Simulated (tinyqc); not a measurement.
Inside a calculation. Method: Born-Oppenheimer dynamics on the RHF/sto-6g surface (energies and gradients from PySCF), for HF, spin multiplicity 1. Computed by tinyqc, a small Python program that keeps every step (integrals from PySCF). Settings: charge = 0, multiplicity = 1, basis = sto-6g, time step (fs) = 0.5, steps = 16. Command: `OMP_NUM_THREADS=1 python tinyqc.py 22970 22971 out.jsonl` (the two numbers bound the seeds that draw the settings). One thread of a shared host (Intel(R) Xeon(R) Processor @ 2.60GHz), about 2 s of CPU time with the checks.

## Velocity Verlet step 1

positions (bohr):
```
         x       y       z
1F  0.0000  0.0000  0.0000
2H  0.0000  0.0000  1.6875
```

velocities (bohr per atomic time unit):
```
             x           y           z
1F   0.0000043   0.0000162  -0.0000090
2H  -0.0000817  -0.0003058   0.0001700
```

gradient (hartree/bohr):
```
           x         y          z
1F  0.000000  0.000000   0.097915
2H  0.000000  0.000000  -0.097915
```

masses (electron masses): 1F 34631.9701, 2H 1837.1526

gradient after step 1 (hartree/bohr):
```
            x          y          z
1F  -0.000086  -0.000322   0.082413
2H   0.000086   0.000322  -0.082413
```

dt = 0.5 fs = 20.6707 atomic units; x' = x + v dt - g dt^2 / (2m); after the new gradient g', v' = v - (g + g') dt / (2m).

positions after step 1 (bohr):
```
          x        y        z
1F   0.0001   0.0003  -0.0008
2H  -0.0017  -0.0063   1.7024
```

velocities after step 1 (bohr per atomic time unit):
```
             x           y           z
1F   0.0000044   0.0000163  -0.0000628
2H  -0.0000822  -0.0003076   0.0011845
```

## Velocity Verlet step 2

gradient after step 2 (hartree/bohr):
```
            x          y          z
1F  -0.000102  -0.000383   0.049712
2H   0.000102   0.000383  -0.049712
```

As before.

positions after step 2 (bohr):
```
          x        y        z
1F   0.0002   0.0007  -0.0026
2H  -0.0034  -0.0127   1.7365
```

velocities after step 2 (bohr per atomic time unit):
```
             x           y           z
1F   0.0000044   0.0000165  -0.0001023
2H  -0.0000832  -0.0003116   0.0019278
```

## Energy conservation

The total energy should stay constant up to terms of order dt^2; the step counts as short enough if it moves by less than 2 % of the largest kinetic energy.

Trajectory:
```
time (fs)  1F-2H (angstrom)  potential (hartree)  kinetic (hartree)  total (hartree)
0.0000               0.8930           -99.496411           0.000125       -99.496286
0.5000               0.9013           -99.497826           0.001455       -99.496370
1.0000               0.9203           -99.500187           0.003695       -99.496492
1.5000               0.9458           -99.501632           0.005091       -99.496541
2.0000               0.9727           -99.501296           0.004792       -99.496505
2.5000               0.9966           -99.499617           0.003187       -99.496431
3.0000               1.0140           -99.497680           0.001316       -99.496364
3.5000               1.0227           -99.496509           0.000180       -99.496329
4.0000               1.0216           -99.496659           0.000325       -99.496333
4.5000               1.0110           -99.498061           0.001685       -99.496376
5.0000               0.9919           -99.500040           0.003593       -99.496447
5.5000               0.9670           -99.501512           0.004995       -99.496517
6.0000               0.9400           -99.501464           0.004926       -99.496538
6.5000               0.9155           -99.499701           0.003232       -99.496470
7.0000               0.8985           -99.497376           0.001032       -99.496344
7.5000               0.8929           -99.496385           0.000101       -99.496284
8.0000               0.8999           -99.497610           0.001252       -99.496358
```

The total energy moves within 2.6e-04 hartree; that is over 2 % of the largest kinetic energy, so the time step is too long.
